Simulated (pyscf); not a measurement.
Single points on ωB97X-D3(BJ)/def2-SVP structures (PySCF, gas phase).

Question: Estimate by transition-state theory the rate constant of `[GeH3]` [doublet] + `[CH3][Cl]` → `[CH3][GeH3]` + `[Cl]` [doublet] (doublet surface; C–Cl broken, C–Ge formed) at 298 K, with ωB97M-D3(BJ)/def2-TZVP energies (ideal gas, 1 atm, RRHO with modes under 100 cm⁻¹ raised to 100, one conformer, R ln 2 for chiral ones without a mode under 150 cm⁻¹; no tunnelling).

Answer: The electronic barrier is 20.9 kcal/mol and the thermal terms add +9.2, so ΔG‡ = 30.1 kcal/mol. With k_BT/h = 6.21e+12 s⁻¹ and RT = 0.592 kcal/mol, and a volume of 4.06e-20 cm³ per molecule at 1 atm, k = 2.2e-29 cm³ molecule⁻¹ s⁻¹. Wigner's tunnelling factor for 762i cm⁻¹ would be 1.56, likely too low at so high a frequency. A shift of 1 kcal/mol in the barrier changes k by a factor 5.4. This is the saddle that the search found; another between the same sides may lie lower. The angle at the attacked C is 180°. Elements up to Kr have no core potential and no relativistic terms here.
